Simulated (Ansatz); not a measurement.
Consider the formal loss of a carbene: `C/N=C(/C)F` → `C/N=C\F` + `[CH2]` (triplet).

Program: Ansatz. Geometries: PBE0-D4/def2-TZVP. ΔE: electronic, gas phase. CCSD(T)/CBS is the MP2 limit (def2-TZVPP, def2-QZVPP) plus CCSD(T) − MP2 in def2-TZVPP, frozen cores. This one scheme is used for every species. Double bonds are as drawn, so ΔE can hold a change between cis and trans. Functionals use def2-TZVPP. Triplets are unrestricted, without spin–orbit coupling.

```
  level  ΔE (kcal/mol)
 PBE-D4          112.5
    PBE          111.2
 revPBE          104.8
r2SCANh          105.7
```

Problem. What does CCSD(T)/CBS give? (Best estimate.)

Solution. Ansatz gave: +110.9 kcal/mol. The listed levels differ from it by 1.6, 0.3, -6.1, -5.2 kcal/mol.

Largest T1 diagnostic among the species: 0.013.

From PBE to PBE0 (25 % exact exchange), in def2-TZVPP and without D4, ΔE moves by −1.5 kcal/mol. At CCSD(T), def2-SVP lies −3.9 kcal/mol from the extrapolated value and def2-TZVPP −2.9 kcal/mol.

CCSD(T)/CBS has its own doubt, a few kJ/mol and more with outer-core shells, so smaller differences from it don't rank the levels.
